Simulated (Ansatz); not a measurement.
# Stretch profile

CH$_{5}$NaSi (SMILES C[SiH2][Na]), closed shell, at its PBE0-D4/def2-TZVP minimum:

```
8
angstrom
C -0.7363 0.7648 -0.1524
Si 0.5281 -0.6579 -0.0188
Na 2.1717 -0.7591 2.2027
H -1.3244 0.6952 -1.0712
H -0.2305 1.7337 -0.1467
H -1.4276 0.7489 0.6941
H 1.3033 -0.6096 -1.3114
H -0.2844 -1.9159 -0.1963
```

The bond length C1–Si2 (1.908 Å at the minimum) is set to the values below, with the rest relaxed at PBE0-D4/def2-TZVP at each step. Each method's energies count from its own value at the PBE0-D4 minimum structure. Program: Ansatz 0.2.0. Basis: def2-TZVPP. Cores are frozen in the correlated methods. The outer core shell of Li, Na, Mg and K is correlated. The def2 sets are not built for correlating such inner shells, so the correlated values are less sure here.

CCSD(T) energies along the scan:
| bond length (Å) | CCSD(T) (kcal/mol) |
| --- | --- |
| 1.679 | 14.82 |
| 1.745 | 6.97 |
| 1.843 | 1.12 |
| 1.956 | 0.20 |
| 2.082 | 3.65 |
| 2.218 | 10.20 |
| 2.362 | 18.52 |
| 2.513 | 27.52 |
| 2.671 | 36.42 |
They count from the CCSD(T) energy at the PBE0-D4 minimum.

Minimum and curvature along this coordinate at CCSD(T): A fifth-order fit through the nearest points gives 1.919 Å, with a curvature of about 15 eV/Å².

Largest difference from the CCSD(T) curve over the scan: PBE-D4 2.32; PBE0-D4 1.83; MP2 2.45 kcal/mol. Each curve counts from its own value at the minimum.

No T1 diagnostic of these runs exceeds 0.013. The restricted Hartree–Fock reference is unstable towards an unrestricted one at one or more of these structures.

For scale, one of the runs: CCSD(T)/def2-TZVPP, 175 basis functions (an equivalent command: `ansatz run in.yaml --threads 2`). The run took 47 s on 2 CPU threads (shared host), with 1.6 GiB of host memory at its peak.
